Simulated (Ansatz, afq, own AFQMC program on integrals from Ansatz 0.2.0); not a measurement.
# HBr + O, triplet in cc-pVTZ along one coordinate

```xyz
3

Br    0.0000    0.0000   -1.3929
H     0.0000    0.0000    0.0277
O     0.0000    0.0000    1.3651
```

A hydrogen atom is moved from one rigid fragment to the other; the Br1–H2 distance tells how far. The two fragments are held close together, so this isn't a minimum-energy path and the start is a compressed complex. Energies in kJ/mol count from this geometry (1.421 Å) at the same level; the start stands on UHF, each point on the determinant named.

Basis cc-pVTZ. Noble-gas cores (and the filled d shells of Ga–Kr and In–Xe) are frozen. AFQMC by an in-house program on the Cholesky factors that Ansatz 0.2.0 writes for its CCSD(T) run. The CISD trial takes its coefficients from CCSD amplitudes. Released means that phaseless walkers are propagated on without the constraint, phases kept. Uncertainties: one standard error, sampling alone. No spin–orbit coupling.

Cautions, each for one point or more: inner d shell frozen; lower spins were not checked; no relativity below Rb; no spin-orbit coupling; the ph-AFQMC/CISD walk drifts between its halves; unrestricted determinant slightly spin contaminated.

| r(Br1–H2) / Å | det. | T1 | weight | ⟨S²⟩ | CCSD(T) | ph-AFQMC/CISD | CCSDT(Q) | r2SCAN | HF |
| --- | --- | --- | --- | --- | --- | --- | --- | --- | --- |
| 1.520 | UHF | 0.023 | 0.87 | 2.06 | -6.4 | -5.9 ± 0.6 | -7.0 | -15.8 | 14.3 |
| 1.569 | UHF | 0.023 | 0.87 | 2.07 | -11.6 | -10.1 ± 0.6 | -12.3 | -23.1 | 18.6 |
| 1.619 | UHF | 0.020 | 0.87 | 2.07 | -19.7 | -18.7 ± 0.6 | -20.2 | -30.6 | 16.8 |
| 1.669 | UHF | 0.016 | 0.88 | 2.06 | -29.6 | -28.9 ± 0.5 | -29.9 | -37.7 | 7.5 |
| 1.768 | UHF | 0.013 | 0.88 | 2.03 | -44.8 | -44.1 ± 0.5 | -44.6 | -43.6 | -19.2 |

Weight is that of the determinant in the CISD state; at the start T1 is 0.020 and the weight 0.88, and ⟨S²⟩ is 2.03. Largest departures from CCSDT(Q), at the points where its series has closed: CCSD(T) 0.7 kJ/mol at 1.569 (on UHF), ph-AFQMC/CISD 2.2 kJ/mol at 1.569 (on UHF), r2SCAN -10.8 kJ/mol at 1.569, HF 37.4 kJ/mol at 1.669 (on UHF). Functionals count only at points shown to share the start's state and spin. In total energy ph-AFQMC/CISD lies 18 ± 4 meV above CCSDT(Q) at the start, so its agreement along the curve rests in part on cancellation.

Some points may be missing: those where a free walk finds a much lower state, and past Zn most of those on another determinant than at the start.

CCSDT and higher add their correlation energy to the determinant of the CCSD(T) run, since their own runs factorise the integrals more tightly (a shift of under 2 meV). A walk keeps the symmetry of its determinant, which the program's search chose and which needn't be the lowest solution, so a lower state of the same spin and another symmetry isn't excluded.
